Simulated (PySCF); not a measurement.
## Al: ionisation energy

Al [Ne] 3s2 3p1 [3p1/2^1, M_J = 1/2] → Al⁺ [Ne] 3s2, as a difference of total energies. Computed with PySCF 2.14 in x2c-SVPall-2c (4s4p1d, 21 functions), with the two-component X2C-1e Hamiltonian. Correlated levels: [Ne] frozen. "Screened" scales the spin-orbit matrix elements by Boettger's factors to mimic the two-electron term; Breit and QED terms are absent.

```
                    method  ionisation energy (eV)
           GHF (spin-free)                   5.575
          GMP2 (spin-free)                   5.647
 GHF (screened spin-orbit)                   5.584
GMP2 (screened spin-orbit)                   5.656
```

Problem. How much does correlation contribute at GMP2 (screened spin-orbit)?

Solution. 5.656 − (5.584) = 0.072 eV, measured against GHF (screened spin-orbit).

Errors of the correlated levels include the incompleteness of this basis and the frozen core.

For comparison: 5.986 eV (measured; NIST Atomic Spectra Database, ionization energies).
